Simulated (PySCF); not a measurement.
Molecule: CH$_{4}$N, charge -1, multiplicity 1. It need not be the lowest isomer of its formula. Whether it binds its extra electron was not tested at this geometry. 
Structure (B3LYP-D3(BJ)/def2-TZVP (Ansatz) minimum search):
```xyz
6

C      0.0539     0.8008    -0.1018
N     -0.0720    -0.7052    -0.0853
H      0.2086    -1.1474     0.8011
H     -1.0512    -0.9432    -0.1940
H     -0.0943     1.2039     0.9288
H      1.1177     1.0182    -0.3277
```
Charge -1, spin multiplicity 1.

Dispersion corrections to the total energy (kcal/mol) from the dftd3 and dftd4 libraries through PySCF: D3(BJ) without and D4 with the three-body term, each with the damping fitted for the functional named.

```tsv
functional	D3(BJ)	D4
B3LYP	-2.28	[?]
LC-wPBE	-1.13	-1.77
HSE06	-0.73	-1.19
BLYP	-2.84	-3.83
revPBE	-3.88	[?]
PBE	-1.38	-1.62
BP86	[?]	-1.99
```

Q: Some entries are withheld; supply them.

A: 
- B3LYP, D4: -2.59
- revPBE, D4: -6.83
- BP86, D3(BJ): -1.90
